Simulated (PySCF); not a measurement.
# C₄H₂N radical: field gradients at the nuclei

How much do the quadrupole couplings of C₄H₂N radical depend on the level of theory? Each job file holds the settings and the coordinates that a driver script hands to the program.

Method: the levels named in each step, in PySCF 2.14.0, density-fitted response routines.

**1. The starting structure**

Bond lengths: C1–C2 1.213 Å, C2–C3 1.372 Å, C3–C4 1.379 Å, C4–N5 1.155 Å, C1–H6 1.049 Å, C3–H7 1.081 Å. Angles: C1–C2–C3 179.8°, C2–C1–H6 179.9°, C2–C3–C4 121.6°, C2–C3–H7 119.9°, C4–C3–H7 118.5°, C3–C4–N5 179.3°.

As a file:

```xyz
7

C     2.1345   -0.8838   -0.2361
C     0.9534   -0.7540    0.0079
C    -0.3824   -0.6028    0.2827
C    -1.0343    0.5926    0.0629
N    -1.5921    1.5881   -0.1174
H     3.1555   -0.9983   -0.4486
H    -0.9476   -1.4338    0.6804
```

**2. Geometry, PBE0-D3(BJ)/def2-TZVP**

Contents of job.txt:

```
{"job": {"xc": "PBE0", "basis": "def2-TZVP", "d3": "d3bj", "grid": 2, "kind": "geom"}, "charge": 0, "multiplicity": 2}
C      2.134550    -0.883810    -0.236050
C      0.953410    -0.753950     0.007920
C     -0.382360    -0.602790     0.282730
C     -1.034260     0.592630     0.062850
N     -1.592060     1.588090    -0.117380
H      3.155500    -0.998270    -0.448650
H     -0.947590    -1.433790     0.680350
```

The program printed:

```text
step   0  E = -208.07385331  max force = 0.012506
step   1  E = -208.07430892  max force = 0.004059
step   2  E = -208.07433217  max force = 0.002564
step   3  E = -208.07438976  max force = 0.000544
step   4  E = -208.07439185  max force = 0.000397
optimisation converged
```

Run time: 41 s. Hardware: 4 threads of Arm Neoverse V1, shared host; peak memory 0.63 GiB.

It ended at:

```xyz
7

C     2.1446   -0.8959   -0.2353
C     0.9632   -0.7492    0.0034
C    -0.3762   -0.5969    0.2789
C    -1.0506    0.6074    0.0619
N    -1.6297    1.5960   -0.1102
H     3.1806   -1.0235   -0.4459
H    -0.9447   -1.4297    0.6790
```

**3. Field gradients, PBE0/pcJ-2**

Contents of job.txt:

```
{"job": {"kind": "efgt", "xc": "PBE0", "basis": "pcJ-2"}, "charge": 0, "multiplicity": 2}
C      2.144611    -0.895949    -0.235306
C      0.963219    -0.749195     0.003393
C     -0.376246    -0.596930     0.278856
C     -1.050611     0.607414     0.061909
N     -1.629654     1.595963    -0.110174
H      3.180599    -1.023487    -0.445908
H     -0.944729    -1.429705     0.678998
```

The program printed:

```text
coarse grid: 6648 points
cycle   1  E = -208.0265872151  dE =  7.363e-01  |g| = 3.188e-01  |ddm| = 1.422e+00
cycle   2  E = -207.8832869424  dE =  1.433e-01  |g| = 6.524e-01  |ddm| = 5.282e-01
cycle   3  E = -208.0735723577  dE = -1.903e-01  |g| = 9.420e-02  |ddm| = 3.686e-01
cycle   4  E = -208.0771546539  dE = -3.582e-03  |g| = 4.821e-02  |ddm| = 6.769e-02
cycle   5  E = -208.0782496314  dE = -1.095e-03  |g| = 2.125e-02  |ddm| = 2.969e-02
cycle   6  E = -208.0785114821  dE = -2.619e-04  |g| = 9.462e-03  |ddm| = 1.485e-02
cycle   7  E = -208.0786008066  dE = -8.932e-05  |g| = 5.067e-03  |ddm| = 9.725e-03
cycle   8  E = -208.0786380809  dE = -3.727e-05  |g| = 1.547e-03  |ddm| = 6.834e-03
cycle   9  E = -208.0786450623  dE = -6.981e-06  |g| = 7.083e-04  |ddm| = 3.298e-03
final grid: 89992 points
cycle  10  E = -208.0779483658  dE = -1.098e-04  |g| = 3.379e-03  |ddm| = 2.490e-02
cycle  11  E = -208.0779497879  dE = -1.422e-06  |g| = 2.557e-03  |ddm| = 3.514e-03
cycle  12  E = -208.0779523643  dE = -2.576e-06  |g| = 1.357e-03  |ddm| = 1.870e-03
cycle  13  E = -208.0779532348  dE = -8.705e-07  |g| = 5.311e-04  |ddm| = 7.948e-04
cycle  14  E = -208.0779534160  dE = -1.812e-07  |g| = 2.548e-04  |ddm| = 3.761e-04
cycle  15  E = -208.0779534678  dE = -5.175e-08  |g| = 1.505e-04  |ddm| = 1.886e-04
cycle  16  E = -208.0779535180  dE = -5.023e-08  |g| = 8.372e-05  |ddm| = 3.120e-04
cycle  17  E = -208.0779535277  dE = -9.718e-09  |g| = 1.967e-05  |ddm| = 1.472e-04
cycle  18  E = -208.0779535281  dE = -4.132e-10  |g| = 6.896e-06  |ddm| = 2.679e-05
converged SCF energy = -208.0779535281

Field-gradient tensors (au): xx yy zz xy xz yz
  0 C    -0.27640    0.09669    0.17971    0.05551    0.10026    0.02268
  1 C    -0.26685    0.12290    0.14395    0.05186    0.08819    0.00090
  2 C    -0.04315   -0.02684    0.07000   -0.06493    0.05525    0.05604
  3 C     0.05408   -0.21748    0.16339    0.24109   -0.04753    0.06476
  4 N     0.11567   -0.57279    0.45712    0.60693   -0.10047    0.18949
  5 H     0.29945   -0.15625   -0.14320   -0.05705   -0.09374    0.01196
  6 H    -0.01817    0.11406   -0.09589    0.16734   -0.08621   -0.12577
```

Run time: 20 s. Hardware: 4 threads of Arm Neoverse V1, shared host; peak memory 0.98 GiB.

**4. Field gradients, PBE/def2-TZVPP**

Edit job.txt of step 3 so:

```diff
@@ -1,2 +1,2 @@
-{"job": {"kind": "efgt", "xc": "PBE0", "basis": "pcJ-2"}, "charge": 0, "multiplicity": 2}
+{"job": {"kind": "efgt", "xc": "PBE", "basis": "def2-TZVPP"}, "charge": 0, "multiplicity": 2}
 C      2.144611    -0.895949    -0.235306
```

The program printed:

```text
coarse grid: 6648 points
cycle   1  E = -208.0181918815  dE =  6.432e-01  |g| = 3.499e-01  |ddm| = 1.980e+00
cycle   2  E = -207.7722332187  dE =  2.460e-01  |g| = 7.951e-01  |ddm| = 1.450e+00
cycle   3  E = -208.0458685381  dE = -2.736e-01  |g| = 2.638e-01  |ddm| = 1.090e+00
cycle   4  E = -208.0773503341  dE = -3.148e-02  |g| = 6.430e-02  |ddm| = 1.961e-01
cycle   5  E = -208.0788333769  dE = -1.483e-03  |g| = 3.752e-02  |ddm| = 6.676e-02
cycle   6  E = -208.0793073224  dE = -4.739e-04  |g| = 1.932e-02  |ddm| = 2.963e-02
cycle   7  E = -208.0795310753  dE = -2.238e-04  |g| = 4.324e-03  |ddm| = 1.901e-02
cycle   8  E = -208.0795469160  dE = -1.584e-05  |g| = 1.234e-03  |ddm| = 6.410e-03
cycle   9  E = -208.0795485911  dE = -1.675e-06  |g| = 6.519e-04  |ddm| = 3.090e-03
final grid: 89992 points
cycle  10  E = -208.0682942235  dE = -4.685e-05  |g| = 5.007e-03  |ddm| = 8.900e-02
cycle  11  E = -208.0682804065  dE =  1.382e-05  |g| = 6.907e-03  |ddm| = 1.043e-02
cycle  12  E = -208.0682944863  dE = -1.408e-05  |g| = 5.032e-03  |ddm| = 6.485e-03
cycle  13  E = -208.0683061471  dE = -1.166e-05  |g| = 5.532e-04  |ddm| = 3.752e-03
cycle  14  E = -208.0683062501  dE = -1.030e-07  |g| = 3.153e-04  |ddm| = 5.746e-04
cycle  15  E = -208.0683062908  dE = -4.072e-08  |g| = 1.252e-04  |ddm| = 2.266e-04
cycle  16  E = -208.0683062987  dE = -7.882e-09  |g| = 5.331e-05  |ddm| = 1.514e-04
cycle  17  E = -208.0683063009  dE = -2.233e-09  |g| = 2.709e-05  |ddm| = 7.450e-05
cycle  18  E = -208.0683063015  dE = -5.729e-10  |g| = 9.790e-06  |ddm| = 3.641e-05
converged SCF energy = -208.0683063015

Field-gradient tensors (au): xx yy zz xy xz yz
  0 C    -0.27265    0.09246    0.18019    0.05466    0.09985    0.02453
  1 C    -0.27162    0.11884    0.15278    0.05244    0.09185    0.00559
  2 C    -0.04298   -0.02775    0.07073   -0.05938    0.05346    0.05499
  3 C     0.05062   -0.21538    0.16477    0.23607   -0.04447    0.06612
  4 N     0.11085   -0.54712    0.43627    0.57872   -0.09577    0.18119
  5 H     0.30638   -0.15987   -0.14651   -0.05835   -0.09591    0.01223
  6 H    -0.01880    0.11679   -0.09799    0.17134   -0.08816   -0.12871
```

It took 8.7 s on 4 threads of Arm Neoverse V1, shared host; peak memory 0.98 GiB.

**5. Field gradients, B3LYP/def2-TZVPP**

Edit job.txt of step 4 so:

```diff
@@ -1,2 +1,2 @@
-{"job": {"kind": "efgt", "xc": "PBE", "basis": "def2-TZVPP"}, "charge": 0, "multiplicity": 2}
+{"job": {"kind": "efgt", "xc": "B3LYP", "basis": "def2-TZVPP"}, "charge": 0, "multiplicity": 2}
 C      2.144611    -0.895949    -0.235306
```

The program printed:

```text
coarse grid: 6648 points
cycle   1  E = -208.2803476854  dE =  7.166e-01  |g| = 3.308e-01  |ddm| = 1.980e+00
cycle   2  E = -208.0929478770  dE =  1.874e-01  |g| = 7.230e-01  |ddm| = 1.088e+00
cycle   3  E = -208.3302616803  dE = -2.373e-01  |g| = 1.111e-01  |ddm| = 7.426e-01
cycle   4  E = -208.3355610483  dE = -5.299e-03  |g| = 4.846e-02  |ddm| = 1.112e-01
cycle   5  E = -208.3365711069  dE = -1.010e-03  |g| = 2.423e-02  |ddm| = 4.246e-02
cycle   6  E = -208.3368690753  dE = -2.980e-04  |g| = 9.398e-03  |ddm| = 1.978e-02
cycle   7  E = -208.3369381722  dE = -6.910e-05  |g| = 4.533e-03  |ddm| = 1.142e-02
cycle   8  E = -208.3369668626  dE = -2.869e-05  |g| = 1.235e-03  |ddm| = 7.850e-03
cycle   9  E = -208.3369705984  dE = -3.736e-06  |g| = 5.042e-04  |ddm| = 3.225e-03
final grid: 89992 points
cycle  10  E = -208.3331124796  dE = -2.580e-05  |g| = 2.149e-03  |ddm| = 5.064e-02
cycle  11  E = -208.3331115888  dE =  8.908e-07  |g| = 2.464e-03  |ddm| = 3.715e-03
cycle  12  E = -208.3331137729  dE = -2.184e-06  |g| = 1.466e-03  |ddm| = 2.131e-03
cycle  13  E = -208.3331147473  dE = -9.744e-07  |g| = 1.894e-04  |ddm| = 1.049e-03
cycle  14  E = -208.3331147717  dE = -2.438e-08  |g| = 1.092e-04  |ddm| = 2.056e-04
cycle  15  E = -208.3331147809  dE = -9.236e-09  |g| = 6.423e-05  |ddm| = 1.081e-04
cycle  16  E = -208.3331147858  dE = -4.910e-09  |g| = 4.466e-05  |ddm| = 1.084e-04
cycle  17  E = -208.3331147882  dE = -2.379e-09  |g| = 1.067e-05  |ddm| = 7.874e-05
cycle  18  E = -208.3331147884  dE = -1.583e-10  |g| = 5.452e-06  |ddm| = 2.219e-05
converged SCF energy = -208.3331147884

Field-gradient tensors (au): xx yy zz xy xz yz
  0 C    -0.30660    0.11182    0.19478    0.06090    0.11002    0.02204
  1 C    -0.30697    0.14100    0.16596    0.06006    0.10140    0.00120
  2 C    -0.05192   -0.03000    0.08192   -0.06274    0.06025    0.06117
  3 C     0.05922   -0.24411    0.18490    0.26940   -0.05207    0.07366
  4 N     0.12196   -0.59106    0.46910    0.62586   -0.10490    0.19467
  5 H     0.30074   -0.15685   -0.14389   -0.05728   -0.09417    0.01195
  6 H    -0.01764    0.11464   -0.09700    0.16718   -0.08662   -0.12636
```

Run time: 9.4 s. Hardware: 4 threads of Arm Neoverse V1, shared host; peak memory 0.98 GiB.

**6. Field gradients, CAM-B3LYP/def2-TZVPP**

Edit job.txt of step 5 so:

```diff
@@ -1,2 +1,2 @@
-{"job": {"kind": "efgt", "xc": "B3LYP", "basis": "def2-TZVPP"}, "charge": 0, "multiplicity": 2}
+{"job": {"kind": "efgt", "xc": "CAM-B3LYP", "basis": "def2-TZVPP"}, "charge": 0, "multiplicity": 2}
 C      2.144611    -0.895949    -0.235306
```

The program printed:

```text
coarse grid: 6648 points
cycle   1  E = -208.1503880613  dE =  7.987e-01  |g| = 3.501e-01  |ddm| = 1.961e+00
cycle   2  E = -208.0454731722  dE =  1.049e-01  |g| = 6.307e-01  |ddm| = 8.634e-01
cycle   3  E = -208.2167956055  dE = -1.713e-01  |g| = 4.674e-02  |ddm| = 5.091e-01
cycle   4  E = -208.2179427648  dE = -1.147e-03  |g| = 3.796e-02  |ddm| = 8.069e-02
cycle   5  E = -208.2187659490  dE = -8.232e-04  |g| = 1.362e-02  |ddm| = 3.448e-02
cycle   6  E = -208.2189635372  dE = -1.976e-04  |g| = 7.571e-03  |ddm| = 1.723e-02
cycle   7  E = -208.2190580612  dE = -9.452e-05  |g| = 3.578e-03  |ddm| = 1.175e-02
cycle   8  E = -208.2190888033  dE = -3.074e-05  |g| = 1.560e-03  |ddm| = 7.932e-03
cycle   9  E = -208.2190962276  dE = -7.424e-06  |g| = 7.898e-04  |ddm| = 3.722e-03
final grid: 89992 points
cycle  10  E = -208.2159086037  dE = -2.106e-05  |g| = 1.437e-03  |ddm| = 3.740e-02
cycle  11  E = -208.2159097529  dE = -1.149e-06  |g| = 8.971e-04  |ddm| = 2.896e-03
cycle  12  E = -208.2159102317  dE = -4.787e-07  |g| = 4.866e-04  |ddm| = 8.551e-04
cycle  13  E = -208.2159104283  dE = -1.966e-07  |g| = 3.246e-04  |ddm| = 4.414e-04
cycle  14  E = -208.2159106156  dE = -1.873e-07  |g| = 1.460e-04  |ddm| = 5.151e-04
cycle  15  E = -208.2159106981  dE = -8.256e-08  |g| = 9.977e-05  |ddm| = 4.470e-04
cycle  16  E = -208.2159107150  dE = -1.688e-08  |g| = 4.108e-05  |ddm| = 2.127e-04
cycle  17  E = -208.2159107171  dE = -2.118e-09  |g| = 1.776e-05  |ddm| = 6.860e-05
cycle  18  E = -208.2159107178  dE = -6.134e-10  |g| = 4.809e-06  |ddm| = 3.946e-05
converged SCF energy = -208.2159107178

Field-gradient tensors (au): xx yy zz xy xz yz
  0 C    -0.31126    0.11390    0.19736    0.06175    0.11161    0.02212
  1 C    -0.30734    0.14612    0.16122    0.06070    0.09977   -0.00256
  2 C    -0.05537   -0.03194    0.08731   -0.06644    0.06408    0.06506
  3 C     0.06084   -0.24798    0.18714    0.27529   -0.05385    0.07406
  4 N     0.12440   -0.60009    0.47568    0.63638   -0.10716    0.19713
  5 H     0.30146   -0.15725   -0.14421   -0.05742   -0.09439    0.01200
  6 H    -0.01775    0.11479   -0.09703    0.16747   -0.08671   -0.12651
```

Run time: 11 s. Hardware: 4 threads of Arm Neoverse V1, shared host; peak memory 0.98 GiB.

**7. Field gradients, HF/def2-TZVPP**

Edit job.txt of step 6 so:

```diff
@@ -1,2 +1,2 @@
-{"job": {"kind": "efgt", "xc": "CAM-B3LYP", "basis": "def2-TZVPP"}, "charge": 0, "multiplicity": 2}
+{"job": {"kind": "efgt", "xc": "HF", "basis": "def2-TZVPP"}, "charge": 0, "multiplicity": 2}
 C      2.144611    -0.895949    -0.235306
```

The program printed:

```text
final grid: 89992 points
cycle   1  E = -206.9276633731  dE =  1.100e+00  |g| = 4.166e-01  |ddm| = 1.876e+00
cycle   2  E = -206.9941272501  dE = -6.646e-02  |g| = 3.551e-01  |ddm| = 6.419e-01
cycle   3  E = -207.0499806119  dE = -5.585e-02  |g| = 7.724e-02  |ddm| = 2.608e-01
cycle   4  E = -207.0571019473  dE = -7.121e-03  |g| = 3.707e-02  |ddm| = 1.351e-01
cycle   5  E = -207.0596033411  dE = -2.501e-03  |g| = 2.557e-02  |ddm| = 5.899e-02
cycle   6  E = -207.0614346117  dE = -1.831e-03  |g| = 1.857e-02  |ddm| = 5.192e-02
cycle   7  E = -207.0627272410  dE = -1.293e-03  |g| = 1.338e-02  |ddm| = 4.645e-02
cycle   8  E = -207.0636951541  dE = -9.679e-04  |g| = 1.035e-02  |ddm| = 4.236e-02
cycle   9  E = -207.0645970144  dE = -9.019e-04  |g| = 6.782e-03  |ddm| = 5.502e-02
cycle  10  E = -207.0649590904  dE = -3.621e-04  |g| = 4.420e-03  |ddm| = 3.670e-02
cycle  11  E = -207.0650921686  dE = -1.331e-04  |g| = 2.673e-03  |ddm| = 2.162e-02
cycle  12  E = -207.0651372939  dE = -4.513e-05  |g| = 1.550e-03  |ddm| = 1.331e-02
cycle  13  E = -207.0651514701  dE = -1.418e-05  |g| = 7.825e-04  |ddm| = 8.283e-03
cycle  14  E = -207.0651537075  dE = -2.237e-06  |g| = 4.995e-04  |ddm| = 2.673e-03
cycle  15  E = -207.0651545279  dE = -8.204e-07  |g| = 3.168e-04  |ddm| = 1.513e-03
cycle  16  E = -207.0651549027  dE = -3.748e-07  |g| = 2.270e-04  |ddm| = 8.458e-04
cycle  17  E = -207.0651551216  dE = -2.189e-07  |g| = 1.509e-04  |ddm| = 6.951e-04
cycle  18  E = -207.0651552305  dE = -1.089e-07  |g| = 1.030e-04  |ddm| = 5.035e-04
cycle  19  E = -207.0651552800  dE = -4.949e-08  |g| = 7.454e-05  |ddm| = 3.406e-04
cycle  20  E = -207.0651553119  dE = -3.184e-08  |g| = 4.885e-05  |ddm| = 3.031e-04
cycle  21  E = -207.0651553255  dE = -1.365e-08  |g| = 3.174e-05  |ddm| = 2.096e-04
cycle  22  E = -207.0651553314  dE = -5.879e-09  |g| = 1.711e-05  |ddm| = 1.483e-04
cycle  23  E = -207.0651553328  dE = -1.470e-09  |g| = 9.858e-06  |ddm| = 6.941e-05
cycle  24  E = -207.0651553333  dE = -4.491e-10  |g| = 6.554e-06  |ddm| = 3.168e-05
converged SCF energy = -207.0651553333

Field-gradient tensors (au): xx yy zz xy xz yz
  0 C    -0.31866    0.15067    0.16799    0.06228    0.10388   -0.00185
  1 C    -0.31112    0.16462    0.14650    0.06262    0.09532   -0.01509
  2 C    -0.05941   -0.02480    0.08421   -0.06730    0.06433    0.06172
  3 C     0.08952   -0.26885    0.17933    0.31378   -0.07672    0.06638
  4 N     0.12333   -0.63969    0.51636    0.67288   -0.10720    0.21547
  5 H     0.30565   -0.15842   -0.14724   -0.05825   -0.09601    0.01143
  6 H    -0.01722    0.11619   -0.09897    0.16953   -0.08818   -0.12836
```

It took 4.1 s on 4 threads of Arm Neoverse V1, shared host; peak memory 0.98 GiB.

**8. The levels side by side**

Largest principal value Vzz, in atomic units:

```csv
atom,PBE0/pcJ-2,PBE/def2-TZVPP,B3LYP/def2-TZVPP,CAM-B3LYP/def2-TZVPP,HF/def2-TZVPP
C1,-0.3037,-0.2997,-0.3365,-0.3416,-0.3475
C2,-0.2912,-0.2967,-0.3350,-0.3352,-0.3384
C3,-0.1311,-0.1251,-0.1379,-0.1465,-0.1458
C4,-0.3704,-0.3653,-0.4151,-0.4228,-0.4653
N5,-0.9587,-0.9149,-0.9883,-1.0041,-1.0681
H6,0.3255,0.3331,0.3269,0.3277,0.3323
H7,0.2884,0.2952,0.2891,0.2895,0.2935
CPU time,28 s,16 s,12 s,14 s,5.7 s
```

Couplings eQVzz/h in MHz (234.9647 × Q in barn × Vzz), with Q = 0.02044 (14N), 0.00285783 (2H):

```csv
nucleus,PBE0/pcJ-2,PBE/def2-TZVPP,B3LYP/def2-TZVPP,CAM-B3LYP/def2-TZVPP,HF/def2-TZVPP
14N (atom 5),-4.605,-4.394,-4.747,-4.822,-5.130
2H (atom 6),0.219,0.224,0.220,0.220,0.223
2H (atom 7),0.194,0.198,0.194,0.194,0.197
```

**9. Outcome**

| quantity | value |
| --- | --- |
| coupling of 14N (atom 5), PBE0/pcJ-2 | -4.605 MHz |
| coupling of 2H (atom 6), PBE0/pcJ-2 | 0.219 MHz |
| coupling of 2H (atom 7), PBE0/pcJ-2 | 0.194 MHz |

**Reading.** The largest coupling, that of 14N, runs from -5.130 (HF/def2-TZVPP) to -4.394 MHz (PBE/def2-TZVPP). The gradients are non-relativistic, at the equilibrium geometry and in principal axes; measured couplings hold vibrational averaging and refer to the inertial axes. The def2 sets are stiff near the nuclei, which limits their accuracy.
